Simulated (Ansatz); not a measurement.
**Worked example: C4H10O → C3H7O + CH3**

Species: C4H10O (1-methoxypropane) `CCCOC`, singlet; C3H7O `[CH2]COC`, doublet; CH3 `[CH3]`, doublet. 

Shapes, held fixed at every level: PBE0-D4/def2-TZVP. Flexible molecules stand in one conformer, not always the lowest. Programs: Ansatz 0.2.0. Electronic energies: no zero-point or thermal term.

At CCSD(T)/CBS estimate; 1 Eh = 2625.50 kJ/mol:

```
species  energy (Eh)
 C4H10O  -233.389531
  C3H7O  -193.451681
    CH3   -39.782177
```

Work out ΔE of the reaction at this level.


1. Products less reactants: (-193.451681) + (-39.782177) − [(-233.389531)] = 0.155673 Eh = +408.7 kJ/mol.

Other levels give +272.5 (HF/def2-TZVPP) to +420.6 kJ/mol (MP2/def2-TZVPP). No measured value is set beside it here. Open shells run unrestricted unless RO is named. The CBS estimate extrapolates MP2 from def2-TZVPP and def2-QZVPP and adds CCSD(T) − MP2 in the triple-zeta set, cores frozen.
